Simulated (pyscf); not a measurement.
7 gas-phase steps of one pattern: four-centre exchange on the singlet surface, Ge–O + H–H or Ge–S + H–H or H–H + O–Si broken and Ge–H + H–O or Ge–H + H–S or H–O + H–Si formed. Structures and frequencies: ωB97X-D3(BJ)/def2-SVP in PySCF. Electronic energies in eV, from the separated reactants; ΔE‡ and ΔE at ωB97M-D3(BJ)/def2-TZVP. Rows were drawn at random from the steps of this pattern with a verified saddle, stable references and no exit in the data more than 5 kcal/mol lower.

```csv
row,step,ΔE,ΔE‡
1,HS–GeH₃ (SMILES [SH][GeH3]) + H₂ (SMILES [H][H]) -> H₂S (SMILES S) + GeH₄ (SMILES [GeH4]),+0.19,2.58
2,HO–GeH₂–O–GeH₃ (SMILES [OH][GeH2][O][GeH3]) + H₂ (SMILES [H][H]) → H₃Ge–O–GeH₃ (SMILES [GeH3][O][GeH3]) + H₂O (SMILES O),+0.28,2.11
3,HS–GeH₂–SH (SMILES [SH][GeH2][SH]) + H₂ (SMILES [H][H]) → HS–GeH₃ (SMILES [SH][GeH3]) + H₂S (SMILES S),+0.29,2.46
4,HO–P(OH)–O–SiH₃ (SMILES OP(O)O[SiH3]) + H₂ (SMILES [H][H]) → HO–P(OH)–OH (SMILES OP(O)O) + SiH₄ (SMILES [SiH4]),+0.75,2.48
5,H₂N–SiH₂–OH (SMILES N[SiH2]O) + H₂ (SMILES [H][H]) -> H₂N–SiH₃ (SMILES N[SiH3]) + H₂O (SMILES O),+0.96,2.21
6,H₂N–SiH(NH₂)–OH (SMILES N[SiH](N)O) + H₂ (SMILES [H][H]) -> H₂N–SiH₂–NH₂ (SMILES N[SiH2]N) + H₂O (SMILES O),+1.06,?
7,HO–SiH₂–O–Si(OH)(OH)–OH (SMILES O[SiH2]O[Si](O)(O)O) + H₂ (SMILES [H][H]) -> HO–Si(OH)(OH)–OH (SMILES O[Si](O)(O)O) + HO–SiH₃ (SMILES O[SiH3]),+1.19,2.49
```

Q: From a straight line through the complete rows, estimate the missing barrier and say how far the line can be trusted.

A: Over the 6 complete rows the means are +0.61 (ΔE) and 2.39 (ΔE‡); least squares gives b = -0.00 and a = 2.39 eV, with residuals of 0.17 eV (root mean square; largest 0.28, row 2). For row 6: 2.39 + -0.00 × (+1.06) = 2.39 eV. The computed barrier is 2.13 eV, 0.26 under the line. The scatter is large against the spread of the barriers, so the line says little here. Each barrier is that of the saddle found. Elements up to Kr have no core potential and no relativistic terms here.
